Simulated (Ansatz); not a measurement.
# BSiNH (doublet): the correlation ladder, def2-QZVPP

The task here is to estimate one member of a computed series from the others.

Program: Ansatz 0.2.0, Gaussian basis. Level of theory: def2-QZVPP, core rule «outside noble gas», up to 7 orbitals frozen. These are calculated values, not measurements.

The runs, in order: UHF; ROHF; CCSD(T) on UHF.

## The geometry

The geometry is a PBE0/def2-TZVP stationary point (not a proven minimum) of the parent state, kept for this charge and spin.

4 atoms, charge 0, spin multiplicity 2.

Atoms are counted from 1 here; the program's logs count them from 0.

Bond lengths: N1–B2 1.323 Å, B2–Si3 1.932 Å, Si3–H4 1.485 Å. Angles: N1–B2–Si3 176.5°, B2–Si3–H4 121.5°.

The first run:

in.yaml reads:

```yaml
crystal:
  periodic: [false, false, false]
  atoms:
    - {symbol: N, position_ang: [0.000000, 0.051693, 2.035342]}
    - {symbol: B, position_ang: [0.000000, 0.044493, 0.712376]}
    - {symbol: Si, position_ang: [0.000000, -0.083412, -1.214889]}
    - {symbol: H, position_ang: [0.000000, 1.128664, -2.072682]}
basis:
  gaussian: {orbitals: "def2-QZVPP.json"}
magnetization: {spin_polarized: true, initial_magnetization: 1}
hamiltonian: {xc: hf}
output: {orbitals: {seedname: orbitals}}
```

Run with:

```
> ansatz run in.yaml --threads 1 --pin off --events-out ev --progress --plain --max-ram 2393MiB
```

Steps of the session up to this table: UHF; ROHF; CCSD(T) on UHF.

One table of the session follows, with a row left open; its other results are not shown here.

| method | from UCCSD(T) (kcal/mol) |
| --- | --- |
| ROHF | ? |
| UMP2 | +50.67 |
| UCCSD | +16.35 |
| UCCSD(T) | 0 |

**Question.** Estimate the row for ROHF.

The run gave: from UCCSD(T) (kcal/mol): +272.99. In the column «from UCCSD(T) (kcal/mol)» it is the highest.

Left out of the table: UHF (another determinant or state than the rows shown).

Caveats from the session: The determinant is far from a pure spin state, so its energy mixes those of several spin states (harmless only where they are near-degenerate, as at dissociation). Warnings: spin contamination; coupled cluster took another determinant than the lowest.
